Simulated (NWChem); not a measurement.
The numbers come from NWChem runs, not from measurements. System: methanol (CH4O), charge 0, spin multiplicity 1, at a geometry optimised with PBE/def2-SVP. Level: RHF/def2-TZVP.

The NWChem input:

```
start mol
memory heap 200 mb stack 800 mb global 1000 mb
geometry units angstroms nocenter noautoz
  C      0.611192    -0.234334     0.000000
  O     -0.666493     0.363501     0.000000
  H      0.812921    -0.864429     0.901666
  H      1.361960     0.582129     0.000000
  H      0.812921    -0.864429    -0.901666
  H     -1.323011    -0.355269     0.000000
  symmetry group Cs
end
basis spherical
  * library def2-tzvp
end
scf
  rhf
  nopen 0
  maxiter 100
  thresh 1e-7
  semidirect memsize 60000000 filesize 0
end
task scf energy
```

NWChem printed:

```
             Northwest Computational Chemistry Package (NWChem) 7.3.0
             --------------------------------------------------------

                                NWChem Input Module
                                -------------------

 Scaling coordinates for geometry "geometry" by  1.889725989
 (inverse scale =  0.529177249)

 Turning off AUTOSYM since
 SYMMETRY directive was detected!

                             Geometry "geometry" -> ""
                             -------------------------

 Output coordinates in angstroms (scale by  1.889725989 to convert to a.u.)

  No.       Tag          Charge          X              Y              Z
 ---- ---------------- ---------- -------------- -------------- --------------
    1 C                    6.0000     0.61119200    -0.23433400     0.00000000
    2 O                    8.0000    -0.66649300     0.36350100     0.00000000
    3 H                    1.0000     0.81292100    -0.86442900     0.90166600
    4 H                    1.0000     1.36196000     0.58212900     0.00000000
    5 H                    1.0000     0.81292100    -0.86442900    -0.90166600
    6 H                    1.0000    -1.32301100    -0.35526900     0.00000000

 Effective nuclear repulsion energy (a.u.)      40.1127217074

            Nuclear Dipole moment (a.u.)
            ----------------------------
        X                 Y               Z
 ---------------- ---------------- ----------------
    -0.0000018897     0.0000113384     0.0000000000

      Symmetry information
      --------------------

 Group name             Cs
 Group number              2
 Group order               2
 No. of unique centers     5

      Symmetry unique atoms

     1    2    3    4    6


 Summary of "ao basis" -> "" (spherical)
 ------------------------------------------------------------------------------
       Tag                 Description            Shells   Functions and Types
 ---------------- ------------------------------  ------  ---------------------
 *                         def2-tzvp                  on all atoms

 Summary of "ao basis" -> "ao basis" (spherical)
[...]
    45      0.275373  2 O  pz                 8     -0.177988  1 C  pz
    64     -0.178446  3 H  s                 76      0.178446  5 H  s
    11     -0.154004  1 C  pz

 Vector   10  Occ=0.000000D+00  E= 1.358655D-01  Symmetry=a'
              MO Center= -6.6D-01, -7.6D-01,  1.6D-16, r^2= 5.3D+00
   Bfn.  Coefficient  Atom+Function         Bfn.  Coefficient  Atom+Function
  ----- ------------  ---------------      ----- ------------  ---------------
     5      3.364812  1 C  s                 65     -1.451836  3 H  s
    77     -1.451836  5 H  s                 83     -1.434053  6 H  s
    71     -1.117924  4 H  s                 36      0.663926  2 O  s
    12      0.489099  1 C  px                 4     -0.403961  1 C  s
    43     -0.362821  2 O  px                13     -0.279272  1 C  py

 Vector   11  Occ=0.000000D+00  E= 1.745789D-01  Symmetry=a'
              MO Center=  5.7D-01, -4.6D-01,  3.9D-16, r^2= 6.6D+00
   Bfn.  Coefficient  Atom+Function         Bfn.  Coefficient  Atom+Function
  ----- ------------  ---------------      ----- ------------  ---------------
     5      3.883017  1 C  s                 71     -1.759800  4 H  s
    65     -1.600354  3 H  s                 77     -1.600354  5 H  s
    36     -1.422399  2 O  s                 83      0.926198  6 H  s
    44      0.333142  2 O  py                70      0.266995  4 H  s
    64      0.207388  3 H  s                 76      0.207388  5 H  s

 Vector   12  Occ=0.000000D+00  E= 2.281536D-01  Symmetry=a'
              MO Center=  1.4D+00,  3.4D-01, -7.8D-17, r^2= 4.7D+00
   Bfn.  Coefficient  Atom+Function         Bfn.  Coefficient  Atom+Function
  ----- ------------  ---------------      ----- ------------  ---------------
    71      2.976533  4 H  s                 12     -1.393663  1 C  px
    65     -1.232508  3 H  s                 77     -1.232508  5 H  s
    13     -1.215992  1 C  py                36     -0.598974  2 O  s
    83     -0.559575  6 H  s                 70     -0.428437  4 H  s
     5      0.397360  1 C  s                 43     -0.315375  2 O  px

 center of mass
 --------------
 x =  -0.09726328 y =   0.08782434 z =   0.00000000

 moments of inertia (a.u.)
 ------------------
          22.557900605415          20.215257065281           0.000000000000
          20.215257065281          64.662072312471           0.000000000000
           0.000000000000           0.000000000000          75.515976577347

  Mulliken analysis of the total density
  --------------------------------------

    Atom       Charge   Shell Charges
 -----------   ------   -------------------------------------------------------
    1 C    6     6.08   0.85  1.12  0.48  0.65  0.09  1.19  1.29  0.28  0.03  0.09  0.01
    2 O    8     8.53   0.79  1.18  0.56  0.96  0.31  1.85  2.04  0.81  0.00  0.03  0.00
    3 H    1     0.91   0.26  0.50  0.13  0.02
    4 H    1     0.89   0.26  0.50  0.11  0.02
    5 H    1     0.91   0.26  0.50  0.13  0.02
    6 H    1     0.67   0.25  0.34  0.04  0.04

       Multipole analysis of the density wrt the origin
       ------------------------------------------------

     L   x y z        total         open         nuclear
     -   - - -        -----         ----         -------
     0   0 0 0     -0.000000      0.000000     18.000000

     1   1 0 0      0.107565      0.000000     -0.000002
     1   0 1 0     -0.705611      0.000000      0.000011
     1   0 0 1      0.000000      0.000000      0.000000

     2   2 0 0     -8.459865      0.000000     38.288993
     2   1 1 0      1.536556      0.000000    -10.499176
     2   1 0 1      0.000000      0.000000      0.000000
     2   0 2 0    -10.165058      0.000000     11.949151
     2   0 1 1      0.000000      0.000000      0.000000
     2   0 0 2    -10.271138      0.000000      5.806562

 Task  times  cpu:        1.5s     wall:        1.5s

 Total times  cpu:        1.5s     wall:        1.5s
```
